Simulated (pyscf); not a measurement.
Single points on ωB97X-D3(BJ)/def2-SVP structures (PySCF, gas phase). Correlated levels are frozen-core, on RHF or UHF. ΔMP2 is the change of the MP2 total energy from the triple- to the quadruple-zeta basis.

Problem. How much does it cost (ΔH, 298 K, CCSD(T)/def2-TZVPP + ΔMP2(QZVPP)) to split `[OH][SiH2][PH2]` at its O–Si bond into OH• + •H₂Si–PH₂?

Solution. O–Si to OH• + •H₂Si–PH₂: 5.25 eV. •H₂Si–PH₂ lies 0.31 eV over its isomer H₃Si–PH•, and others may lie lower still (electronic energy, ωB97M-D3(BJ)). The CCSD(T) − MP2 part came from Ansatz, without density fitting, on the same reference. Left out: the spin-orbit lowering of OH.
